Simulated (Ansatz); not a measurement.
Write a Python script for the Ansatz DFT code, driven from Python that makes a composite energy at a relaxed geometry of CH3AlCl, SMILES [CH3][Al][Cl]. Level of theory (for the species named): r2SCAN, def2-SVP basis, multiplicity 2.

```yaml
atoms:
  - { symbol: C, position_ang: [-0.4355, 0.4272, -0.2842] }
  - { symbol: Al, position_ang: [0.1216, -1.3437, 0.2578] }
  - { symbol: Cl, position_ang: [2.0702, -1.5925, 1.1990] }
  - { symbol: H, position_ang: [0.3731, 1.2277, -0.0488] }
  - { symbol: H, position_ang: [-1.4198, 0.7195, 0.2213] }
  - { symbol: H, position_ang: [-0.6674, 0.4977, -1.3914] }
```

`ch3alcl_composite.py`
```python
import ansatz as az
import numpy as np


def main() -> None:
    mol = (
        az.Crystal.molecule()
        .atom("C", [-0.4355, 0.4272, -0.2842])
        .atom("Al", [0.1216, -1.3437, 0.2578])
        .atom("Cl", [2.0702, -1.5925, 1.199])
        .atom("H", [0.3731, 1.2277, -0.0488])
        .atom("H", [-1.4198, 0.7195, 0.2213])
        .atom("H", [-0.6674, 0.4977, -1.3914])
    )

    calc = mol.calculation().basis(gaussian="def2-SVP").functional("r2scan").spin("collinear", total=1)
    symbols = [site.symbol for site in mol.cartesian_sites]
    start = np.array([site.position_ang for site in mol.cartesian_sites], dtype=float)
    rep = calc.relax(force_tolerance=0.01).run(threads=1, pin="off").report
    end = np.array(rep["positions_ang"])
    print("final positions (A) and the move of each atom")
    for symbol, xyz, old in zip(symbols, end, start):
        print(f"{symbol:2s} {xyz[0]:10.5f} {xyz[1]:10.5f} {xyz[2]:10.5f}   {np.linalg.norm(xyz - old):7.4f}")

    minimum = az.Crystal.molecule()
    for symbol, place in zip(symbols, end):
        minimum = minimum.atom(symbol, place.tolist())
    at_minimum = minimum.calculation().spin("collinear", total=1)
    level = lambda method, basis: at_minimum.basis(gaussian=basis).correlation(method).run(threads=1, pin="off").report
    small, large, cluster = level("mp2", "cc-pVDZ"), level("mp2", "cc-pVTZ"), level("ccsd_t", "cc-pVDZ")
    corr = lambda each: (each["free_energy_ev"] - each["reference_energy_ev"]) / 27.211386246
    mp2_limit = (27 * corr(large) - 8 * corr(small)) / 19
    pieces = {"HF / cc-pVTZ": large["reference_energy_ev"] / 27.211386246, "MP2 correlation, DZ-TZ limit": mp2_limit, "CCSD(T) - MP2 / cc-pVDZ": corr(cluster) - corr(small)}
    for name, value in pieces.items():
        print(f"{name:32s} {value:14.6f} Ha")
    print(f"{'sum':32s} {sum(pieces.values()):14.6f} Ha")
    print("T1 diagnostic", round(cluster["correlation"]["coupled_cluster"]["t1_diagnostic"], 4))


if __name__ == "__main__":
    main()
```

`python ch3alcl_composite.py` gives:
```text
final positions (A) and the move of each atom
C    -0.44225    0.44679   -0.28741    0.0210
Al    0.12963   -1.35618    0.25589    0.0150
Cl    2.04081   -1.56375    1.17904    0.0457
H     0.33426    1.19137   -0.04505    0.0533
H    -1.37761    0.73270    0.22277    0.0442
H    -0.64264    0.48497   -1.37154    0.0342
HF / cc-pVTZ                        -741.128394 Ha
MP2 correlation, DZ-TZ limit          -0.462585 Ha
CCSD(T) - MP2 / cc-pVDZ               -0.044018 Ha
sum                                 -741.634998 Ha
T1 diagnostic 0.0128
```

Caveats:
- Total energies depend on the basis set; only differences at equal settings carry meaning.
- The sum leaves out core correlation, relativity, the Hartree-Fock basis error and zero-point energy; a DZ-TZ extrapolation is rough.
- The species is open-shell (spin multiplicity 2).
- Inner cores stay frozen, so this is valence correlation.
- For Al to Cl the sets with a tight d function, cc-pV(X+d)Z, are usual.
- Hardware and time: 39 s on 1 thread of Arm Neoverse V2, on a shared host, peak memory 0.34 GiB.
